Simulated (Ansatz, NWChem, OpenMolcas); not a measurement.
**C2F4 (tetrafluoroethylene): the vertical energy of the triplet above the singlet, rung by rung**

C2F4 has 6 atoms, charge 0, and is taken as a singlet. As SMILES, `FC(F)=C(F)F`. The shape is that of a PBE0-D4/def2-TZVP optimisation.

Quantity: the vertical energy of the triplet above the singlet, in eV. The values are calculated.

```tsv
level	kind	program	value (eV)	less CCSD(T)/6-31G*	CPU time (all runs)
B3LYP/6-31G* (spherical functions)	global hybrid	NWChem	4.78	-0.31	49 s
B3LYP/6-31G* (Cartesian functions)	global hybrid	OpenMolcas	4.78	-0.31	57 s
wB97X/6-31G* (spherical functions)	range-separated hybrid	Ansatz	4.81	-0.28	64 s
PBE-QIDH/6-31G* (spherical functions)	double hybrid	Ansatz	4.86	-0.23	26 s
RPA@PBE/6-31G* (spherical functions)	RPA	Ansatz	5.00	-0.09	24 s
RPA@PBE0/6-31G* (spherical functions)	RPA	Ansatz	4.98	-0.11	28 s
CCSD(T)/6-31G* (spherical functions)	coupled cluster or CI	Ansatz	5.09	0.00	2.6 min
CCSD/6-31G* (spherical functions)	coupled cluster or CI	Ansatz	4.99	-0.10	99 s
```

CCSD(T)/6-31G* (spherical functions) is the highest level here, not the true value. The values span 4.78 to 5.09 eV. CPU times are rough (shared hosts, several kinds of processor): they show what a rung costs within a factor of a few.
